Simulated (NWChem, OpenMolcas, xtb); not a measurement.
**C2H3Al (SMILES C#[C][AlH2]): methods side by side**

C2H3Al: 6 atoms, total charge 0, spin state singlet. SMILES: `C#[C][AlH2]`. Geometry: relaxed at PBE0-D4/def2-TZVP.

Quantity: the dipole moment, in D. The values are calculated.

```csv
level,kind,program,value (D),CPU time
GFN2-xTB,semi-empirical,xtb,0.99,under 2 s
HF/def2-TZVP,Hartree–Fock,OpenMolcas,0.59,37 s
SVWN5/def2-TZVP,LDA,OpenMolcas,0.57,50 s
revPBE/def2-TZVP,GGA,OpenMolcas,0.60,59 s
M06-L/def2-TZVP,meta-GGA,OpenMolcas,0.51,72 s
PBE0/def2-TZVP,global hybrid,NWChem,0.57,85 s
```

The values span 0.51 to 0.99 D. Magnitudes only. Times are those of the runs behind each value, whatever else they computed, on shared processors of several kinds: orders of magnitude only.
